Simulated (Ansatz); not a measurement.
Basis-set extrapolation for C2H5NOS, SMILES `CSC(=N)O` (PBE0-D4/def2-TZVP geometry, frozen core, Ansatz 0.2.0). Multiplicity 1, RHF reference.

```tsv
	def2-TZVPP	def2-QZVPP
HF	-605.581341	-605.602171
MP2 correlation	-0.949389	-1.020699
CCSD(T) correlation	-1.025638	not run
```

Energies in hartree. Use E(X) = E(∞) + A·exp(−7.88·√X) for Hartree–Fock and E(X) = E(∞) + B·X^(−2.97) for correlation, with X = 3 and 4, and add CCSD(T) minus MP2 of the smaller set to the MP2 limit.

**Question.** What is the CCSD(T) energy at the basis-set limit?

**Answer.** HF limit: -605.602171 + (-0.020830) × 0.13774 = -605.60504. MP2 limit: -1.020699 + (-0.071310) × 0.74074 = -1.07352. Higher-order term: -1.025638 − (-0.949389) = -0.07625. Total: -606.75481 hartree, 388.1 kJ/mol below CCSD(T)/def2-TZVPP.
